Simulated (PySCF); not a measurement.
# C, C⁺: ionisation energy in def2-TZVP

Aim: the ionisation energy of carbon from differences of total energies, at each level of theory, and how far each lands from the tabulated value where there is one.

The numbers are computed with PySCF 2.14.0 (unrestricted determinants in a Gaussian basis, no spin-orbit coupling in the energies), except any that are marked as measured or tabulated.

6 further runs of the same task are left out: 6 that didn't finish.

## Step 1: What is computed

- Element: carbon (Z = 6)
- Basis: def2-TZVP
- Hamiltonian: the non-relativistic Hamiltonian (point nucleus)
- State 1: C: [He] 2s2 2p2, high-spin 3P determinant
- State 2: C⁺: [He] 2s2 2p1, 2P determinant
- Methods: UHF, LDA, M06-2X, MP2, CCSD(T)
- Core shells frozen in the correlated runs: valence: 1s2 (for C)

The outer shells:

C [He] 2s2 2p2
```
[He] core
2s [↑↓]
2p [↑ ][↑ ][  ]
```

C+ [He] 2s2 2p1
```
[He] core
2s [↑↓]
2p [↑ ][  ][  ]
```

The runs were made by one driver on top of PySCF. The scripts below sum up each run's settings (the driver also hands on starting orbitals that pick excited configurations, and frozen orbitals as a list rather than a count), and the logs come from the driver's own runs. The driver starts from symmetry-adapted Hartree-Fock orbitals, holds the occupation by maximum overlap and uses a logarithmic radial grid for functionals, so a plain start would take other cycles.

It was started by

```bash
$ OMP_NUM_THREADS=1 python atomrun2.py TASK.json OUT
```

The integrals over 31 functions and the set-up took 0.04 s of CPU time.

## Step 2: C: the ladder of methods

Level: UHF.

Input file input.py:

```python
from pyscf import gto, scf, dft, mp, cc
import basis_set_exchange as bse
mol = gto.M(atom="C 0 0 0", charge=0, spin=2, symmetry="D2h",
            basis=gto.basis.parse(bse.get_basis("def2-TZVP", elements=["C"], fmt="nwchem", header=False)))
mf = scf.UHF(mol)
mf.irrep_nelec = {'Ag': (2, 2), 'B1u': (1, 0), 'B2u': (1, 0)}
mf.kernel()
```

Level: LDA.

Changes to input.py:

```diff
@@ -4,3 +4,3 @@
             basis=gto.basis.parse(bse.get_basis("def2-TZVP", elements=["C"], fmt="nwchem", header=False)))
-mf = scf.UHF(mol)
+mf = dft.UKS(mol, xc="LDA,VWN")
 mf.irrep_nelec = {'Ag': (2, 2), 'B1u': (1, 0), 'B2u': (1, 0)}
```

Level: M06-2X.

Changes to input.py:

```diff
@@ -4,3 +4,3 @@
             basis=gto.basis.parse(bse.get_basis("def2-TZVP", elements=["C"], fmt="nwchem", header=False)))
-mf = dft.UKS(mol, xc="LDA,VWN")
+mf = dft.UKS(mol, xc="M062X")
 mf.irrep_nelec = {'Ag': (2, 2), 'B1u': (1, 0), 'B2u': (1, 0)}
```

Level: MP2 (valence).

Changes to input.py:

```diff
@@ -4,4 +4,5 @@
             basis=gto.basis.parse(bse.get_basis("def2-TZVP", elements=["C"], fmt="nwchem", header=False)))
-mf = dft.UKS(mol, xc="M062X")
+mf = scf.UHF(mol)
 mf.irrep_nelec = {'Ag': (2, 2), 'B1u': (1, 0), 'B2u': (1, 0)}
 mf.kernel()
+mp.UMP2(mf, frozen=1).kernel()
```

Level: CCSD(T) (valence).

Changes to input.py:

```diff
@@ -7,2 +7,3 @@
 mf.kernel()
-mp.UMP2(mf, frozen=1).kernel()
+mycc = cc.CCSD(mf, frozen=1).run()
+mycc.ccsd_t()
```

## Step 3: C⁺

Level: UHF.

Input file input.py:

```python
from pyscf import gto, scf, dft, mp, cc
import basis_set_exchange as bse
mol = gto.M(atom="C 0 0 0", charge=1, spin=1, symmetry="D2h",
            basis=gto.basis.parse(bse.get_basis("def2-TZVP", elements=["C"], fmt="nwchem", header=False)))
mf = scf.UHF(mol)
mf.irrep_nelec = {'Ag': (2, 2), 'B2u': (1, 0)}
mf.kernel()
```

Level: LDA.

Changes to input.py:

```diff
@@ -4,3 +4,3 @@
             basis=gto.basis.parse(bse.get_basis("def2-TZVP", elements=["C"], fmt="nwchem", header=False)))
-mf = scf.UHF(mol)
+mf = dft.UKS(mol, xc="LDA,VWN")
 mf.irrep_nelec = {'Ag': (2, 2), 'B2u': (1, 0)}
```

Level: M06-2X.

Changes to input.py:

```diff
@@ -4,3 +4,3 @@
             basis=gto.basis.parse(bse.get_basis("def2-TZVP", elements=["C"], fmt="nwchem", header=False)))
-mf = dft.UKS(mol, xc="LDA,VWN")
+mf = dft.UKS(mol, xc="M062X")
 mf.irrep_nelec = {'Ag': (2, 2), 'B2u': (1, 0)}
```

Level: MP2 (valence).

Changes to input.py:

```diff
@@ -4,4 +4,5 @@
             basis=gto.basis.parse(bse.get_basis("def2-TZVP", elements=["C"], fmt="nwchem", header=False)))
-mf = dft.UKS(mol, xc="M062X")
+mf = scf.UHF(mol)
 mf.irrep_nelec = {'Ag': (2, 2), 'B2u': (1, 0)}
 mf.kernel()
+mp.UMP2(mf, frozen=1).kernel()
```

Level: CCSD(T) (valence).

Changes to input.py:

```diff
@@ -7,2 +7,3 @@
 mf.kernel()
-mp.UMP2(mf, frozen=1).kernel()
+mycc = cc.CCSD(mf, frozen=1).run()
+mycc.ccsd_t()
```

Before running it: what results should come out?

The runs gave:

| quantity | value |
| --- | --- |
| ionisation energy, C | UHF 10.801, CCSD(T) (valence) 11.169 eV; reference 11.262 |

Accuracy against cost (mean over 1 difference):

```
           method  mean absolute miss against the measured value (with the measured fine structure taken into account where it is known) (eV)  CPU time, both states (s)
              UHF                                                                                                                       0.461                       0.13
              LDA                                                                                                                       0.420                       0.14
           M06-2X                                                                                                                       0.053                       0.47
    MP2 (valence)                                                                                                                       0.020                       0.15
SCS-MP2 (valence)                                                                                                                       0.147                       0.15
   CCSD (valence)                                                                                                                       0.117                           
CCSD(T) (valence)                                                                                                                       0.093                       0.61
```

**Reading.** MP2 (valence) lands nearest to the measured value (off by 0.02 eV); UHF misses by most (0.46 eV). In a finite basis a lower level can come nearest by cancelling errors. Hartree-Fock falls short because the species with more electrons holds more correlation energy, which it lacks. LDA is off by +0.42 eV. All values hold for this basis alone; no basis-set limit was taken. The dearest level timed, CCSD(T) (valence), costs 4.7 times the cheapest, UHF, and differs from the measured value (with the measured fine structure taken into account where it is known) by 0.09 against 0.46 eV.
